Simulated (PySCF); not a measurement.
# SiS: basis, grid and Hamiltonian

Aim: see how much the energy and properties of SiS depend on the numerical set-up.

Computed with PySCF 2.14.0. Level: each script names its method and basis.

1 further run of the same task is left out (it didn't finish).

**1. Where the work starts**

SiS: 2 atoms, charge 0, spin multiplicity 1.

Bond lengths: Si1–S2 1.795 Å.

**2. The base run**

File input.py:

```python
from pyscf import gto, scf, mcscf

mol = gto.M(
    atom='Si 0 0 0; S 0 0 1.795',
    basis='aug-cc-pvdz',
    charge=0,
    spin=0,
    verbose=4,
)
mf = scf.RHF(mol)
mf.kernel()
mc = mcscf.CASCI(mf, 8, 10)
mc.kernel()
mc.analyze()
mf.dip_moment()
print('orbital energies (hartree):', mf.mo_energy[..., max(0, mol.nelec[1]-3):mol.nelec[0]+3].round(4))
```

Started as:

```sh
OMP_NUM_THREADS=1 python input.py
```

Its log is not repeated here.

It gives: E(SCF) = -686.469443 Eh, 9 cycles, E(CAS) − E(SCF) = -0.00941 Eh, μ = 1.50 D (of the SCF density).

The bond length is a typed value, not an optimised one.

**3. Spin-free X2C on**

Variant 1 changes spin-free X2C: off → on.

File input.py:

```python
from pyscf import gto, scf, mcscf

mol = gto.M(
    atom='Si 0 0 0; S 0 0 1.795',
    basis='aug-cc-pvdz',
    charge=0,
    spin=0,
    verbose=4,
)
mf = scf.RHF(mol)
mf = mf.sfx2c1e()
mf.kernel()
mc = mcscf.CASCI(mf, 8, 10)
mc.kernel()
mc.analyze()
mf.dip_moment()
print('orbital energies (hartree):', mf.mo_energy[..., max(0, mol.nelec[1]-3):mol.nelec[0]+3].round(4))
```

Started as:

```sh
OMP_NUM_THREADS=1 python input.py
```

**4. Density fitting auto**

Variant 2 changes density fitting: none → auto.

input.py: that of step 2 with these lines changed.

```diff
@@ -10,2 +10,3 @@
 mf = scf.RHF(mol)
+mf = mf.density_fit()
 mf.kernel()
```

**5. 3-21g**

Variant 3 changes basis set: aug-cc-pvdz → 3-21g.

input.py: that of step 2 with these lines changed.

```diff
@@ -4,3 +4,3 @@
     atom='Si 0 0 0; S 0 0 1.795',
-    basis='aug-cc-pvdz',
+    basis='3-21g',
     charge=0,
```

**6. Crenbl (core potential on)**

Variant 4 changes basis set: aug-cc-pvdz → crenbl; core potential: off → on. The core potential changes with it: totals don't compare.

input.py: that of step 2 with these lines changed.

```diff
@@ -4,3 +4,4 @@
     atom='Si 0 0 0; S 0 0 1.795',
-    basis='aug-cc-pvdz',
+    basis='crenbl',
+    ecp={'Si': 'crenbl', 'S': 'crenbl'},
     charge=0,
```

**Question.** What will these runs give? Wanted: for each run, E(SCF); from base; gap; SCF dipole; after the SCF.

The runs gave:

| run | E(SCF) (hartree) | from base (eV) | cycles | gap (eV) | SCF dipole (D) | functions | after the SCF |
| --- | --- | --- | --- | --- | --- | --- | --- |
| base | -686.469443 | 0 | 9 | 11.26 | 1.50 | 54 | CASCI correlation -0.256 eV |
| spin-free X2C on | -687.973158 | -40.9182 | 9 | 11.27 | 1.51 | 54 | CASCI correlation -0.254 eV |
| density fitting auto | -686.469126 | +0.0086 | 9 | 11.26 | 1.50 | 54 | CASCI correlation -0.257 eV |
| 3-21g | -682.952363 | +95.7046 | 8 | 11.40 | 2.28 | 26 | CASCI correlation -1.185 eV |
| crenbl (core potential on) | -13.653647 | not comparable | 8 | 11.40 | 2.26 | 32 | CASCI correlation -1.156 eV |

In words: Of the runs whose energies can be compared, “3-21g” moves the SCF energy most (+95.705 eV). Scalar relativity lowers the total energy by 40.92 eV, nearly all of it in the inner shells; a basis contracted without relativity catches only part of it. 3-21g (26 functions) gives an energy 95.70 eV higher than aug-cc-pvdz (54).
